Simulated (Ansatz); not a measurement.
The same path of CH₄FSi (7 atoms, charge 0, multiplicity 2) was run twice with different band settings. The coordinate that changes most is the dihedral H6–C1–Si2–F3.

The calculation used Ansatz 0.2.0, UKS PBE-D4/STO-3G.

Relaxed end points:

```xyz
7
Properties=species:S:1:pos:R:3
C -0.641 0.388 -0.302
Si 0.963 -0.628 -0.162
F 0.652 -1.836 0.947
H -1.465 -0.191 -0.752
H -0.474 1.277 -0.934
H -0.982 0.743 0.688
H 1.946 0.249 0.517
```

```xyz
7
Properties=species:S:1:pos:R:3
C -0.689 0.343 -0.246
Si 0.715 -0.915 0.025
F 0.973 -0.973 1.673
H -0.836 0.520 -1.325
H -0.456 1.316 0.222
H -1.649 -0.007 0.168
H 1.942 -0.284 -0.517
```

Common settings: movable images 5; climbing image yes; spring 5.0 eV/Å²; optimiser quadratic models (default); start path through a guess of the saddle point; iteration limit 60; end points relaxed.

| run | force threshold |
| --- | --- |
| 1 | 0.03 eV/Å |
| 2 | 0.2 eV/Å |

Task: What does each run give, and how far can it be trusted?

Result: Run 1: converged after 5 iterations, highest image 0.023 eV above the first end. A vibrational analysis at the climbing image gives one clearly imaginary mode, 98i cm⁻¹: a first-order saddle point.
Run 2: converged after 4 iterations, highest image 0.023 eV above the first end. The threshold of 0.2 eV/Å is loose, so the images may lie well off the minimum-energy path. Another band between the same ends (5 images) ends at a top of the same energy, where a vibrational analysis finds 1 clearly imaginary mode.
Limits of this set-up: minimal basis.
